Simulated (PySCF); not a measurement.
Reaction (SMILES): F[Si]F (closed-shell singlet) + 3 [H][H] (H2) → 2 F (HF) + [SiH4] (SiH4)
B3LYP-D3(BJ)/def2-TZVP geometries, fixed; electronic energies without zero-point terms.

Basis-set convergence of the energy of full hydrogenation at HF with PySCF. All functions are spherical. Density fitting with generated auxiliary sets. In sets without p functions on hydrogen, species with hydrogen take exact integrals. No added dispersion term, no relativity. Functions are those of the species that has most. Reference: the value in def2-QZVPPD, 14.23 kcal/mol, itself unsure by roughly 0.46 kcal/mol (its mean distance from pcseg-3, def2-QZVPP, cc-pV(Q+d)Z).

```csv
basis,functions,energy of full hydrogenation (kcal/mol)
6-31G,31,?
pcseg-0,31,45.05
6-31+G*,58,?
"6-311++G(2d,2p)",89,?
aug-pcseg-2,142,?
cc-pV(Q+d)Z,184,14.98
def2-QZVPP,190,14.37
pcseg-3,196,14.72
def2-QZVPPD,208,14.23
```

**Question.** Some entries are withheld; supply them.

**Answer.** 
- 6-31G, energy of full hydrogenation (kcal/mol): 15.02
- 6-31+G*, energy of full hydrogenation (kcal/mol): 15.65
- 6-311++G(2d,2p), energy of full hydrogenation (kcal/mol): 6.89
- aug-pcseg-2, energy of full hydrogenation (kcal/mol): 14.21
